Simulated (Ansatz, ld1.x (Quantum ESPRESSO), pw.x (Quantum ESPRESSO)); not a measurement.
## What a changed setting does to a pw.x run (bcc C)

Potential: PAW, ld1.x (Quantum ESPRESSO) 7.5, LDA (PW92); core [He], reference 2s2 2p2; waves: 2s (bound): rcut 1.10, rcutus 1.40 bohr; 2s channel at -0.65 Ry: rcut 1.10, rcutus 1.40 bohr; 2p (bound): rcut 1.90, rcutus 2.35 bohr; 2p channel at 0.2 Ry: rcut 1.90, rcutus 2.35 bohr; 3d channel at 0.5 Ry: rcut 2.00, rcutus 2.40 bohr; 3d channel at 3.15 Ry: rcut 2.00, rcutus 2.40 bohr; local part: all-electron potential smoothed inside 2.25 bohr (lloc = -1); core correction: none; augmentation: BESSEL, radius 0.80 bohr.

The reference run (k-mesh 18³, cutoffs 40/320 Ry, Fermi–Dirac 0.01 Ry, mixing_beta 0.4, conv_thr 1e-9, no spin) gives 7.37 GPa at 6.194 Å³/atom, where all-electron LAPW gives 4.60 GPa. This run, with its own iteration cap, changes smearing to gauss.

```
&control
  calculation='scf', prefix='x', pseudo_dir='./', outdir='./tmp', tstress=.true., disk_io='none'
/
&system
  ibrav=0, nat=1, ntyp=1, ecutwfc=40, ecutrho=320, nbnd=9,
  occupations='smearing', smearing='gauss', degauss=0.01
/
&electrons
  conv_thr=1e-09, mixing_beta=0.4, electron_maxstep=50
/
ATOMIC_SPECIES
C 1.0 C.UPF
CELL_PARAMETERS angstrom
  -1.15692109 1.15692109 1.15692109
  1.15692109 -1.15692109 1.15692109
  1.15692109 1.15692109 -1.15692109
ATOMIC_POSITIONS crystal
C 0.0000 0.0000 0.0000
K_POINTS automatic
18 18 18 0 0 0
```

```bash
pw.x < C.scf.in > C.scf.out
```

Q: How does the run end?

A: It converges in 7 iterations; the free energy moves by +8.9 meV/atom and the pressure by +0.11 GPa. Gaussian smearing of the same width is narrower in effect than Fermi–Dirac, so its quadratic term in F is smaller.

```
Message from routine setup:
     using ibrav=0 with symmetry is DISCOURAGED, use correct ibrav instead
     lattice parameter (alat)  =       3.7867  a.u.
     unit-cell volume          =      41.7992 (a.u.)^3
     number of electrons       =         4.00
     number of Kohn-Sham states=            9
     kinetic-energy cutoff     =      40.0000  Ry
     charge density cutoff     =     320.0000  Ry
     scf convergence threshold =      1.0E-09
     Exchange-correlation= SLA  PW   NOGX NOGC
     number of k points=   195  Gaussian smearing, width (Ry)=  0.0100
     iteration #  1     ecut=    40.00 Ry     beta= 0.40
     total energy              =     -17.49340333 Ry
     estimated scf accuracy    <       0.02033625 Ry
     iteration #  2     ecut=    40.00 Ry     beta= 0.40
     total energy              =     -17.49920905 Ry
     estimated scf accuracy    <       0.00781878 Ry
     iteration #  3     ecut=    40.00 Ry     beta= 0.40
     total energy              =     -17.49940396 Ry
     estimated scf accuracy    <       0.00000052 Ry
     iteration #  4     ecut=    40.00 Ry     beta= 0.40
     total energy              =     -17.49942633 Ry
     estimated scf accuracy    <       0.00000017 Ry
     iteration #  5     ecut=    40.00 Ry     beta= 0.40
     total energy              =     -17.49943348 Ry
     estimated scf accuracy    <       0.00000005 Ry
     iteration #  6     ecut=    40.00 Ry     beta= 0.40
     total energy              =     -17.49943611 Ry
     estimated scf accuracy    <          2.2E-09 Ry
     iteration #  7     ecut=    40.00 Ry     beta= 0.40
     the Fermi energy is    12.0581 ev
!    total energy              =     -17.49943759 Ry
     estimated scf accuracy    <          2.6E-11 Ry
     smearing contrib. (-TS)   =      -0.00023436 Ry
     The total energy is F=E-TS. E is the sum of the following terms:
     one-electron contribution =       5.68886219 Ry
     hartree contribution      =       0.72606376 Ry
     xc contribution           =      -3.49429207 Ry
     ewald contribution        =     -13.31672090 Ry
     one-center paw contrib.   =      -7.10311621 Ry
     convergence has been achieved in   7 iterations
          total   stress  (Ry/bohr**3)                   (kbar)     P=       74.79
     Message from routine punch:
     Nothing written, as per user request (disk_io='none')
```

The run took about 2.8 s on one core of a shared host (Neoverse-V2, 96 threads, 742 GiB, load 47).
